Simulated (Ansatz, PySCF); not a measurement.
Molecule: C2H3O, charge 0, multiplicity 2. It need not be the lowest isomer of its formula. SMILES: C[C]=O
Geometry: optimised at B3LYP-D3(BJ)/def2-TZVP (Ansatz, a program for electronic structure).


Property: enthalpy of formation at 298 K (from the atomisation energy, B3LYP-D3(BJ)/def2-TZVP harmonic zero-point and thermal terms from PySCF, and the atoms' enthalpies of formation in the G2/97 table; no spin-orbit terms, and no core term in the frozen-core levels), in kcal/mol. Cores are frozen in the correlated levels unless marked. UHF or UKS for open shells. No spin-orbit coupling. No relativistic terms. The coupled-cluster limit lacks core correlation, which all-electron functionals hold. CBS marks a two-point X^-3 extrapolation of the correlation energy; Hartree-Fock from the larger set. [CCSD(T)-MP2]/basis is that difference in the basis named.

Measured: -2.3 kcal/mol (Active Thermochemical Tables 1.112 (ions: stationary electron), as tabulated in the package chemicals); it holds spin-orbit and relativistic effects, which these rows lack, and core correlation, which the frozen-core levels lack.

| level | program | enthalpy of formation at 298 K (kcal/mol) | error against measurement |
|---|---|---|---|
| HF/6-31G | Ansatz | 208.2 | 210.5 |
| TPSS/def2-TZVPD | PySCF | -7.4 | -5.1 |
| M06-L-D4/def2-TZVPD | PySCF + dftd4 | -4.0 | -1.7 |
| r2SCAN/def2-TZVPD | Ansatz | -7.1 | -4.8 |
| r2SCAN-D3(BJ)/def2-TZVPD | Ansatz + dftd3 | -7.5 | -5.2 |
| PBE0-D4/def2-TZVP | Ansatz + dftd4 | -7.3 | -5.0 |
| PBE0-D4/def2-TZVPD | Ansatz + dftd4 | -7.5 | -5.2 |
| BHLYP-D3(BJ)/def2-TZVPD | Ansatz + dftd3 | 19.8 | 22.1 |
| r2SCANh/def2-TZVPD | Ansatz | -1.5 | 0.8 |
| PW6B95/def2-TZVPD | PySCF | -4.4 | -2.1 |
| MN15-D3(BJ)/def2-TZVPD | PySCF + dftd3 | -2.0 | 0.3 |
| MN15/def2-TZVPD | PySCF | -2.0 | 0.3 |
| HSE06-D4/def2-TZVPD | Ansatz + dftd4 | -8.1 | -5.8 |
| LC-wPBE-D4/def2-TZVPD | Ansatz + dftd4 | -6.7 | -4.4 |
| wB97X/def2-TZVPD | Ansatz | -2.7 | -0.4 |
| SCS-MP2/aug-cc-pVDZ | Ansatz | 30.6 | 32.9 |
| CCSD/STO-3G | Ansatz | 28.6 | 30.9 |
| CCSD/aug-cc-pVDZ | Ansatz | 46.4 | 48.7 |
| CCSD/cc-pVTZ | Ansatz | 24.8 | 27.1 |
| CCSD(T)/STO-3G | Ansatz | 26.3 | 28.6 |
| RI-MP2/CBS(cc-pVTZ,cc-pVQZ)+[CCSD(T)-MP2]/cc-pVTZ | Ansatz | -1.3 | 1.0 |
